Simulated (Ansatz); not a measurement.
Ideal-gas functions of `[CH2]1[AlH][S]1` at 298.15 K and 1 bar, from an Ansatz frequency run at PBE0-D4/def2-TZVP.

Molar mass 74.08 g/mol, point group Cs (symmetry number 1), electronic degeneracy 1, moments of inertia 35.28, 73.402, 105.432 u Å². Harmonic wavenumbers (cm⁻¹, unscaled): 434, 490, 509, 541, 662, 752, 963, 996, 1420, 1998, 3111, 3185.

Use S(trans) = R[1.5 ln M + 2.5 ln T − 1.1517]; rotational temperatures θ = 24.2544 K / I; S(rot) = R[ln(√π/σ · √(T³/θAθBθC)) + 1.5]; for each mode x = 1.438777 ν̃/T, S = R[x/(eˣ − 1) − ln(1 − e⁻ˣ)] and H = RT x/(eˣ − 1); 1 cm⁻¹ = 0.0119627 kJ/mol; R = 8.31446 J/(mol·K).

Problem. By hand: the entropy, in J/(mol·K).

Solution. Translation 162.5. Rotation: θ = 0.6875, 0.3304, 0.23 K, giving 100.6. Vibration, mode by mode: 3.54, 2.86, 2.66, 2.36, 1.48, 1.05, 0.45, 0.40, 0.07, 0.01, 0.00, 0.00, in all 14.9. Electronic 0.0. Sum 278.0 J/(mol·K).

Problem. By hand: H − E and G − E in kJ/mol, counted from the electronic energy.

Solution. Zero-point energy ½ × 15061 × 0.0119627 = 90.1; thermal vibration 3.2; translation, rotation and pV give 4 RT = 9.9. H − E = 103.2 kJ/mol, and G − E = 103.2 − 298.15 × 278.0/1000 = 20.3 kJ/mol.

Vibration gives 5 % of the entropy.
